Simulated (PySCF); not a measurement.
**CS, PBE: how much the basis matters**

PySCF, UKS reference; singlet, unpaired electrons none; De to C + S without counterpoise correction.

```tsv
basis	relativity	functions	Re (Å)	ωe (cm⁻¹)	De (eV)	μ (D)
STO-3G	no relativity	14	1.580	1332	8.84	1.47
cc-pVDZ/cc-pV(D+d)Z	no relativity	37	1.559	1262	7.72	1.77
def2-SVPD	no relativity	47	1.554	1263	7.74	1.92
x2c-TZVPPall	spin-free X2C	73	1.546	1262	7.80	1.94
```

(1) How does each smaller set differ from the one with most functions, x2c-TZVPPall?

A positive dipole means C(−)S(+). Measured (Huber and Herzberg, Constants of Diatomic Molecules (1979)): Re = 1.534941 Å, ωe = 1285.08 cm⁻¹. STO-3G is very small, so such numbers show the basis as much as the molecule.

Answers

(1) STO-3G: +3.4 pm, +5.5 % in ωe, +1.04 eV in De; cc-pVDZ/cc-pV(D+d)Z: +1.3 pm, +0.0 % in ωe, -0.08 eV in De; def2-SVPD: +0.8 pm, +0.1 % in ωe, -0.06 eV in De. All at PBE; the set with most functions is neither the basis-set limit nor always the best. The rows treat relativity differently, so the differences are not basis effects alone.
